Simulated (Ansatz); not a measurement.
CH3OSi (SMILES C1O[SiH-]1) (charge -1), closed shell: a trajectory.

in.yaml

```yaml
crystal:
  periodic: [false, false, false]
  atoms:
    - {symbol: C, position_ang: [0.046100, -0.162050, -0.610930]}
    - {symbol: O, position_ang: [-0.957290, -0.559260, 0.322940]}
    - {symbol: Si, position_ang: [-0.351290, 1.004750, 0.785170]}
    - {symbol: H, position_ang: [-0.378250, -0.029990, -1.619360]}
    - {symbol: H, position_ang: [0.879890, -0.881330, -0.638650]}
    - {symbol: H, position_ang: [0.760850, 0.627860, 1.760840]}
basis:
  gaussian: {orbitals: def2-SVPD}
total_charge: -1
hamiltonian: {xc: pbe0, dispersion: d4}
md: {n_steps: 30, timestep: -0.5, temperature: 500, ensemble: nve, seed: 703, initial_velocities: maxwell_boltzmann}
```

Run by:

```bash
ansatz run in.yaml --threads 2 --pin off --events-out ev --progress --plain --max-ram 3481MiB
```

The run's output (Ansatz 0.2.0):

```
Error: invalid value for `md.timestep`: must be finite and > 0; got -0.5 fs
```

The run took about 0.05 s on 2 CPU threads of an Arm Neoverse V1 (shared host).


The program refused the input. A timestep must be positive.